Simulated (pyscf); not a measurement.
## Four-centre exchange: HO–Si(Cl)(Cl)–Cl + water (H₂O) -> HO–Si(OH)(Cl)–Cl + hydrogen chloride (HCl)

Gas phase, singlet surface, charge 0. Bonds broken: Si2–Cl3, O7–H8. Bonds formed: Si2–O7, Cl3–H8. Single points on ωB97X-D3(BJ)/def2-SVP structures (PySCF, gas phase).

Transition state (Å):

```xyz
9

O      1.2307    -0.3740     0.1694
Si    -0.3473    -0.1211    -0.1450
Cl    -0.5722    -0.0166     2.4490
Cl    -1.7416    -1.6011    -0.1341
Cl    -0.3022     0.4217    -2.1421
H      1.3853    -0.5071     1.1172
O     -1.0333     1.4694     0.3643
H     -1.1492     1.2836     1.4024
H     -1.7191     1.9073    -0.1648
```

One imaginary mode, 275i cm⁻¹; descent along it reached the two sides named, in the forms told below.

```
bond     change  reactant side (Å)  saddle  product side
-------  ------  -----------------  ------  ------------
Si2–Cl3  breaks              2.032     2.6           3.7
O7–H8    breaks              0.965   1.061         1.899
Si2–O7    forms                3.1   1.805         1.664
Cl3–H8    forms                3.2   1.766         1.300
```

Electronic energies relative to the separated reactants (kJ/mol):

| level | barrier | reaction energy | reverse barrier |
|---|---|---|---|
| ωB97X-D3(BJ)/def2-TZVP | 65.4 | -10.9 | 76.3 |
| PBE/def2-TZVP | 55.3 | -14.2 | 69.5 |
| r²SCAN/def2-TZVP | 54.3 | -19.7 | 74.0 |
| B3LYP-D3(BJ)/def2-TZVP | 62.1 | -18.9 | 81.0 |
| PBE0-D3(BJ)/def2-TZVP | 56.3 | -13.4 | 69.7 |
| M06-2X/def2-TZVP | 57.0 | -23.9 | 80.9 |
| ωB97M-D3(BJ)/def2-TZVP | 61.6 | -19.7 | 81.2 |
| HF/def2-TZVP | 122.3 | -31.2 | 153.5 |

With ωB97M-D3(BJ)/def2-TZVP energies and thermal terms (ideal gas, 1 atm, RRHO with modes under 100 cm⁻¹ raised to 100, one conformer, R ln 2 for rigid chiral ones), in kJ/mol:

```csv
T (K),ΔH‡,ΔG‡,ΔH,ΔG
298,60.1,110.4,-25.8,-24.7
600,59.5,162.0,-24.4,-24.1
900,61.3,212.9,-22.5,-24.4
1200,64.1,263.0,-20.6,-25.3
```

On the product side the descent ends in a complex, 25.1 kJ/mol under the separated species and 101.4 kJ/mol under the saddle at ωB97X-D3(BJ)/def2-TZVP. This is the saddle that the search found; another between the same sides may lie lower.
